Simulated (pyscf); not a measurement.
Homolytic dissociation enthalpies at 298 K of Al–H, Ga–H, H–In bonds in 8 gas-phase molecules, in eV. Single points on ωB97X-D3(BJ)/def2-SVP structures (PySCF, gas phase). MP2 and CC: frozen core, UHF for open shells. ΔMP2 is the change of the MP2 total energy from the triple- to the quadruple-zeta basis. Both columns use the same structures and thermal terms. Rows were drawn at random from the closed-shell molecules with such a bond whose radicals are computed, keep their shape and have no isomer in the data more than 5 kcal/mol lower.

| row | molecule | radicals | PBE/def2-TZVP | CCSD(T)/def2-TZVPP + ΔMP2(QZVPP) |
|---|---|---|---|---|
| 1 | GaH₃ | GaH₂• + H• | 3.31 | 3.58 |
| 2 | HO–AlH₂ | [HO–AlH]• + H• | 3.37 | 3.68 |
| 3 | H₂N–InH–Cl | [H₂N–In–Cl]• + H• | 2.74 | ? |
| 4 | H₃C–AlH–NH₂ | [H₃C–Al–NH₂]• + H• | 3.47 | 3.75 |
| 5 | HO–InH–OH | [HO–In–OH]• + H• | 2.74 | 3.06 |
| 6 | HO–InH₂ | [HO–InH]• + H• | 2.78 | 3.06 |
| 7 | Cl–InH–Cl | [Cl–In–Cl]• + H• | 2.67 | 2.98 |
| 8 | HO–GaH–Cl | [HO–Ga–Cl]• + H• | 3.21 | 3.56 |

**Question.** Fit a line that carries the PBE values to the last column and predict row 3.

**Answer.** In the 7 complete rows the last column lies 0.27 to 0.35 eV from PBE (mean 0.30, median 0.31). Least squares gives y = 0.33 + 0.99·x with residuals of 0.03 eV (root mean square). For row 3: 0.33 + 0.99 × 2.74 = 3.04 eV. The computed value is 3.08 eV, 0.04 over the line. The CCSD(T) − MP2 part came from Ansatz, without density fitting, on the same reference. The frozen core leaves the outer d or s,p core shells of the metals and heavy elements correlated in the MP2 and CC values, and def2-TZVPP describes them poorly, which can shift differences by a few kcal/mol. Elements up to Kr have no core potential and no relativistic terms here. Elements past Kr carry the def2 core potentials, without spin-orbit coupling.
